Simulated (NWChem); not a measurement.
# C2H5Al (SMILES C=[CH][AlH2]) at 5 levels

Wanted: a comparison of 5 runs (HF/STO-3G, B3LYP/6-31G*, PBE/def2-SVPD, CCSD(T)/def2-SVPD) of C2H5Al. 

Program for the calculation: NWChem 7.3.0.

## Step 1: The system as given

The species is C2H5Al (8 atoms), meant as a singlet with charge 0. As SMILES, `C=[CH][AlH2]`. Geometry: relaxed at PBE0-D4/def2-TZVP.

Bond lengths: C1–C2 1.337 Å, C2–Al3 1.938 Å, C1–H4 1.089 Å, C1–H5 1.089 Å, C2–H6 1.090 Å, Al3–H7 1.588 Å, Al3–H8 1.588 Å. Angles: C1–C2–Al3 119.6°, C1–C2–H6 116.7°, Al3–C2–H6 123.7°, C2–C1–H4 121.7°, C2–C1–H5 123.0°, C2–Al3–H7 122.1°, C2–Al3–H8 116.8°, H4–C1–H5 115.3°, H7–Al3–H8 121.2°.

## Step 2: Energy and forces at HF/STO-3G (run 1)

Input file job.nw:

```
start job
title "C2H5Al"
memory total 2200 mb
charge 0

geometry noautosym nocenter noautoz
  C       -1.029900       0.829200      -0.357000
  C        0.199000       0.651000       0.138100
  Al       0.930800      -1.139300       0.262000
  H       -1.636900      -0.008600      -0.695500
  H       -1.495000       1.809300      -0.451900
  H        0.735600       1.546100       0.452700
  H        2.384000      -1.417900       0.837700
  H        0.004400      -2.327000      -0.241900
end

basis spherical bse
  C library STO-3G
  Al library STO-3G
  H library STO-3G
end

scf
  thresh 1e-08
  maxiter 80
end

task scf gradient
```

Launch:

```console
$ nwchem job.nw > job.out
```

Log:

```text
[...]
  functions       =    24
[...]
  wavefunction    = RHF
[...]
         Total SCF energy =   -316.672542349934
      One-electron energy =   -606.646009017679
      Two-electron energy =    205.893741027779
 Nuclear repulsion energy =     84.079725639966
        Time for solution =      0.7s
[...]
                         RHF ENERGY GRADIENTS
    atom               coordinates                        gradient
                 x          y          z           x          y          z
   1 C      -1.946229   1.566961  -0.674632   -0.033419   0.000829  -0.013862
   2 C       0.376055   1.230212   0.260971    0.025089   0.017415   0.012273
   3 Al      1.758957  -2.152965   0.495108   -0.008347   0.023258  -0.001175
   4 H      -3.093292  -0.016252  -1.314304   -0.000662  -0.005129  -0.000813
   5 H      -2.825140   3.419081  -0.853967    0.000234   0.005038   0.000612
   6 H       1.390082   2.921705   0.855479    0.001768   0.003659   0.001095
   7 H       4.505107  -2.679442   1.583023    0.043838  -0.009313   0.017283
   8 H       0.008315  -4.397392  -0.457125   -0.028501  -0.035758  -0.015412
[...]
```

It took 1.4 s on 1 thread of Intel Xeon Platinum 8488C (Sapphire Rapids), shared host; peak memory 0.099 GiB.

## Step 3: Energy and gradient at B3LYP/6-31G(d) (spherical functions) (run 2)

Input file run.py:

```python
from ase import Atoms
from ase.calculators.nwchem import NWChem

molecule = Atoms(['C', 'C', 'Al', 'H', 'H', 'H', 'H', 'H'], positions=[
    [-1.029900, 0.829200, -0.357000],
    [0.199000, 0.651000, 0.138100],
    [0.930800, -1.139300, 0.262000],
    [-1.636900, -0.008600, -0.695500],
    [-1.495000, 1.809300, -0.451900],
    [0.735600, 1.546100, 0.452700],
    [2.384000, -1.417900, 0.837700],
    [0.004400, -2.327000, -0.241900],
])

calc = NWChem(
    label='nw',
    theory='dft',
    memory='2200 mb',
    basis='6-31G*',
    basispar='spherical bse',
    dft={'xc': 'b3lyp', 'mult': '1', 'grid': 'xfine', 'convergence': 'energy 1e-08', 'iterations': '100', 'mulliken': None},
)
molecule.calc = calc

forces = molecule.get_forces()
print(f"energy = {molecule.get_potential_energy():.6f} eV")
print("forces (eV/A):")
for s, f in zip(molecule.symbols, forces):
    print(f"{s:2s} {f[0]:10.5f} {f[1]:10.5f} {f[2]:10.5f}")
print("dipole (e A):", molecule.get_dipole_moment().round(4))
```

Launch:

```console
$ export ASE_NWCHEM_COMMAND="nwchem PREFIX.nwi > PREFIX.nwo"
$ python run.py
```

Log:

```text
energy = -8751.397978 eV
forces (eV/A):
C    -0.40012    0.06052   -0.16121
C     0.42176   -0.06186    0.16918
Al    0.04870   -0.06556    0.01466
H    -0.07544   -0.02319   -0.03306
H    -0.07616    0.07708   -0.02422
H     0.05116    0.07564    0.02926
H     0.05045   -0.01563    0.01928
H    -0.02041   -0.04690   -0.01388
dipole (e A): [-0.106   0.1767 -0.0266]
```

The calculator wrote nw.nwi:

```
title "nw"

permanent_dir nw

scratch_dir nw

start nw

geometry units angstrom nocenter noautosym noautoz
  C  -1.0299000000000000e+00 8.2920000000000005e-01 -3.5699999999999998e-01
  C  1.9900000000000001e-01 6.5100000000000002e-01 1.3810000000000000e-01
  Al 9.3079999999999996e-01 -1.1393000000000000e+00 2.6200000000000001e-01
  H  -1.6369000000000000e+00 -8.6000000000000000e-03 -6.9550000000000001e-01
  H  -1.4950000000000001e+00 1.8092999999999999e+00 -4.5190000000000002e-01
  H  7.3560000000000003e-01 1.5461000000000000e+00 4.5269999999999999e-01
  H  2.3839999999999999e+00 -1.4178999999999999e+00 8.3770000000000000e-01
  H  4.4000000000000003e-03 -2.3270000000000000e+00 -2.4190000000000000e-01
end

memory 2200 mb

basis spherical bse noprint
   * library 6-31G*
end

dft
  xc b3lyp
  mult 1
  grid xfine
  convergence energy 1e-08
  iterations 100
  mulliken
end

task dft gradient
```

nw.nwo:

```text
Northwest Computational Chemistry Package (NWChem) 7.3.0
             --------------------------------------------------------

           Job information
           ---------------

    nwchem branch   = 7.3.0
    use scalapack   = T
    input           = nw.nwi
    prefix          = nw.
    data base       = nw/nw.db
    status          = startup
    nproc           =        1

           Memory information
           ------------------

    heap     =     72089600 doubles =      550.0 Mbytes
    stack    =     72089597 doubles =      550.0 Mbytes
    global   =    144179200 doubles =     1100.0 Mbytes (distinct from heap & stack)
    total    =    288358397 doubles =     2200.0 Mbytes
    verify   = yes
    hardfail = no

[... 104 lines left out ...]
  convergence criterion.
[... 40 lines left out ...]
          Spatial weights used:  Erf1
[... 77 lines left out ...]
         Total DFT energy =     -321.607946390696
[... 3 lines left out ...]
 Nuclear repulsion energy =       84.079725639965
[... 463 lines left out ...]
          Convergence on gradient requested:  5.00D-04
[... 27 lines left out ...]
          total energy or number of iterations.
[... 26 lines left out ...]
                         DFT ENERGY GRADIENTS

    atom               coordinates                        gradient
                 x          y          z           x          y          z
   1 C      -1.946229   1.566961  -0.674632    0.007781  -0.001177   0.003135
   2 C       0.376055   1.230212   0.260971   -0.008202   0.001203  -0.003290
   3 Al      1.758957  -2.152965   0.495108   -0.000947   0.001275  -0.000285
[... 4 lines of this table left out ...]
   8 H       0.008315  -4.397392  -0.457125    0.000397   0.000912   0.000270

                 ----------------------------------------
                 |  Time  |  1-e(secs)   |  2-e(secs)   |
                 ----------------------------------------
                 |  CPU   |       0.00   |       1.13   |
                 ----------------------------------------
                 |  WALL  |       0.00   |       1.13   |
                 ----------------------------------------

 Task  times  cpu:       18.2s     wall:       18.2s
 Total times  cpu:       18.2s     wall:       18.2s
```

Wall time 19 s (1 thread of Intel Xeon Platinum 8488C (Sapphire Rapids), shared host); peak memory 0.14 GiB.

## Step 4: Energy and forces at B3LYP/6-31G(d) (Cartesian functions) (run 3)

Input file mymol.xyz:

```xyz
8
C2H5Al gradient
C     -1.029900     0.829200    -0.357000
C      0.199000     0.651000     0.138100
Al     0.930800    -1.139300     0.262000
H     -1.636900    -0.008600    -0.695500
H     -1.495000     1.809300    -0.451900
H      0.735600     1.546100     0.452700
H      2.384000    -1.417900     0.837700
H      0.004400    -2.327000    -0.241900
```

Input file mymol.nw:

```
start mymol
title "C2H5Al gradient"
memory stack 880 mb heap 220 mb global 1100 mb
geometry units angstrom noautosym nocenter noautoz
  load mymol.xyz
end
basis
  * library 6-31G*
end
dft
  xc b3lyp
  grid xfine
  convergence energy 1e-08
  iterations 100
  mulliken
end
task dft gradient
```

Launch:

```console
$ nwchem mymol.nw > mymol.out
```

Log:

```text
[...]
          Wavefunction type:  closed shell.
          No. of atoms     :     8
          No. of electrons :    30
[...]
          Charge           :     0
          Spin multiplicity:     1
[...]
          AO basis - number of functions:    59
[...]
              XC Information
              --------------
                         B3LYP Method XC Potential
                     Hartree-Fock (Exact) Exchange  0.200
                        Slater Exchange Functional  0.800 local
                    Becke 1988 Exchange Functional  0.720 non-local
              Lee-Yang-Parr Correlation Functional  0.810
                  VWN I RPA Correlation Functional  0.190 local
[...]
 d= 0,ls=0.0,diis     1   -321.5820011997 -4.06D+02  1.07D-02  2.90D-01     2.4
[...]
 d= 0,ls=0.0,diis     8   -321.6111033661  9.62D-10  3.24D-06  4.43D-08    15.8
         Total DFT energy =     -321.611103366092
      One electron energy =     -609.250480971646
           Coulomb energy =      234.904263963477
    Exchange-Corr. energy =      -31.344611997889
 Nuclear repulsion energy =       84.079725639966
[...]
      Total Density - Mulliken Population Analysis
     ---------------------------------------------
    Atom       Charge   Shell Charges
 -----------   ------   -------------------------------------------------------
    1 C    6     6.29   1.99  0.71  2.02  0.59  0.96  0.01
    2 C    6     6.28   1.99  0.70  2.03  0.63  0.93  0.00
    3 Al  13    12.64   2.00  1.99  5.96  0.98  1.21  0.19  0.24  0.07
    4 H    1     0.84   0.53  0.31
    5 H    1     0.85   0.53  0.32
    6 H    1     0.86   0.53  0.33
    7 H    1     1.11   0.49  0.62
    8 H    1     1.11   0.49  0.62
[...]
  wavefunction    = closed shell
                         DFT ENERGY GRADIENTS
    atom               coordinates                        gradient
                 x          y          z           x          y          z
   1 C      -1.946229   1.566961  -0.674632    0.007394  -0.001104   0.002981
   2 C       0.376055   1.230212   0.260971   -0.007934   0.001381  -0.003160
   3 Al      1.758957  -2.152965   0.495108   -0.000848   0.001082  -0.000264
   4 H      -3.093292  -0.016252  -1.314304    0.001486   0.000436   0.000649
   5 H      -2.825140   3.419081  -0.853967    0.001486  -0.001477   0.000475
   6 H       1.390082   2.921705   0.855479   -0.001019  -0.001457  -0.000577
   7 H       4.505107  -2.679442   1.583023   -0.000917   0.000280  -0.000351
   8 H       0.008315  -4.397392  -0.457125    0.000352   0.000859   0.000246
[...]
```

Run time: 20 s. Hardware: 1 thread of Intel Xeon Platinum 8488C (Sapphire Rapids), shared host; peak memory 0.14 GiB.

Run 4 isn't shown in full; the table further down has it.

## Step 5: The energy at CCSD(T)/def2-SVPD (run 5)

Input file geom.nw:

```
start geom
memory 2200 mb
geometry noautosym nocenter noautoz
  C    -1.029900    0.829200   -0.357000
  C     0.199000    0.651000    0.138100
  Al    0.930800   -1.139300    0.262000
  H    -1.636900   -0.008600   -0.695500
  H    -1.495000    1.809300   -0.451900
  H     0.735600    1.546100    0.452700
  H     2.384000   -1.417900    0.837700
  H     0.004400   -2.327000   -0.241900
end
basis spherical bse
  * library def2-SVPD
end
scf
  thresh 1e-08
  maxiter 80
  print low
end
ccsd
  freeze core 7
  maxiter 60
end
task ccsd(t) energy
```

Launch:

```console
$ nwchem geom.nw > geom.out
```

Log:

```text
[...]
  functions       =   104
[...]
  wavefunction    = RHF
[...]
         Total SCF energy =   -320.395942608203
      One-electron energy =   -608.704044600009
      Two-electron energy =    204.228376351841
 Nuclear repulsion energy =     84.079725639966
        Time for solution =     14.0s
[...]
 Total MP2 energy:           -320.744482752190891
[...]
             energy      energy      error      ampl     ampl      Block
                                                time     time      time
[...]
 Total CCSD energy:           -320.785160431310828
[...]
 Total CCSD+T(CCSD) energy:           -320.799563193262770
[...]
 Total CCSD(T) energy:                -320.799195459060002
[...]
```

Wall time 2.4 min (1 thread of Intel Xeon Platinum 8488C (Sapphire Rapids), shared host); peak memory 0.26 GiB.

## Step 6: Overview of the runs

```csv
run,level,iteration cap,module,energy (Eh),dipole moment (D),HOMO energy (eV),LUMO energy (eV),wall time
1,HF/STO-3G,80,scf,-316.672542,0.47,-8.12,7.56,1.4 s
2,B3LYP/6-31G* (spherical functions),100,dft,-321.607946,1.00,-7.62,-1.70,19 s
3,B3LYP/6-31G* (Cartesian functions),100,dft,-321.611103,1.00,-7.63,-1.70,20 s
4,PBE/def2-SVPD,100,dft,-321.214145,0.93,-6.81,-2.51,26 s
5,CCSD(T)/def2-SVPD,80,ccsd(t),-320.799195,–,–,–,2.4 min
```

## Step 7: Outcome

| quantity | value |
| --- | --- |
| run 5: total energy | -320.79920 Eh |
| run 5: correlation energy (7 core orbitals frozen) | -403.3 mEh |
| run 5: (T) correction | -14.04 mEh |

In words: Over runs 1, 2, 3, 4 the dipole moment (its size) runs from 0.47 D (HF/STO-3G) to 1.00 D (B3LYP/6-31G*). The two ends differ in method and basis. The two dipoles point in opposite directions. Over runs 1, 2, 3, 4 the HOMO–LUMO gap runs from 4.31 eV (PBE/def2-SVPD) to 15.68 eV (HF/STO-3G). Totals of different functionals can't be ranked against each other. In run 1 the basis is minimal, so the values are rough. All runs together took 3.5 min, the longest 2.4 min.
